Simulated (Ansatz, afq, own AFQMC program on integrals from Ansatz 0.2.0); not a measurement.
Two steps: Ansatz 0.2.0 writes the Fock matrix and Cholesky factors of the valence space, and afq projects on them the lowest state that overlaps trial and start.

```yaml
crystal:
  periodic: [false, false, false]
  atoms:
    - {symbol: Si, position_ang: [0.000000, 0.000000, -2.126825]}
    - {symbol: Ge, position_ang: [0.000000, 0.000000, 0.267231]}
    - {symbol: H, position_ang: [0.000000, 0.000000, 1.859594]}
basis:
  gaussian: {orbitals: cc-pVDZ}
magnetization: {spin_polarized: true, initial_magnetization: 3}
correlation: {method: ccsd_t, electrons: outside_noble_gas, hamiltonian_folder: ham}
```

```sh
$ ansatz run in.yaml --threads 1 --pin off --events-out ev --progress --plain --max-ram 1382MiB
```

Options of the walk:

```
--method phaseless --trial cisd --walkers 10 --populations 1 --least-time 40 --time-step 0.005 --steps-per-block 25 --equilibration-blocks 24 --max-blocks 160 --target-error 0.00072 --factor-cut 1e-05 --start spin_pure --seed 3258 --taylor-order 6
```

Times are imaginary, in 1/Eh. The walk had a cap of 268 s. Filled inner d shells are frozen with the cores.

Output of the walk:

```
orbitals 31  electrons 6 3  factors 233 of 556
reference energy -2364.72555798 Eh
CCSD correlation -0.15781965 Eh in 12 cycles, weight of the determinant in the CISD state 0.8606
energy of the start -2364.881430 Eh
 block  time / (1/Eh)  mean weight  energy / Eh
     1     0.125  1.0016  -2364.880541
     2     0.250  0.9983  -2364.880385
     3     0.375  1.0009  -2364.880682
     4     0.500  0.9978  -2364.880641
     5     0.625  0.9982  -2364.882513
    10     1.250  1.0059  -2364.882764
    29     3.625  0.9967  -2364.887627
    49     6.125  0.9995  -2364.895995
    53     6.625  0.9993  -2364.882870
    69     8.625  1.0046  -2364.889661
    89    11.125  0.9987  -2364.887354
   109    13.625  1.0017  -2364.884598
   129    16.125  1.0005  -2364.890191
   145    18.125  1.0021  -2364.919670
   149    18.625  1.0048  -2364.893337
   169    21.125  1.0031  -2364.897165
   181    22.625  1.0015  -2364.898769
blocks merged  error / Eh  count
     1  0.000579  160
     2  0.000794  80
     4  0.001043  40
     8  0.001331  20
    16  0.001780  10
energy -2364.890581 +/- 0.001331 Eh
(rows thinned)
```

The run failed at least one of its tests; the cautions name the faults. The second half of the sampling lies below the first by 3.5 errors of their difference, so the energy may still be moving and its error bar be too small.

Against this walk (error 36.2 meV) on the same determinant: CCSD(T) 27.7 meV higher (within the noise), CCSDT(Q) 32.1 meV lower (within the noise), a separate phaseless walk with a CISD trial and standard settings 20.5 ± 37.4 meV lower (within the noise). The error is statistical and leaves out the bias of the constraint.

Cautions: constraint bias not in the error; error not settled; halves of the run differ; error above the target (36.2 against 19.6 meV); no relativity below Rb; no spin-orbit coupling; inner d shell frozen; lower spins were not checked; unrestricted determinant slightly spin contaminated (⟨S²⟩ 3.83 against 3.75); the sampling time fell short of the least asked; so few walkers bias the energy.

The walk took 10 s on 1 thread of Arm Neoverse V2, with other jobs on the host. The log's last line is the phaseless energy.

CCSDT and higher add their correlation energy to the determinant of the CCSD(T) run, since their own runs factorise the integrals more tightly (a shift of under 2 meV). A walk keeps the symmetry of its determinant, which the program's search chose and which needn't be the lowest solution, so a lower state of the same spin and another symmetry isn't excluded.
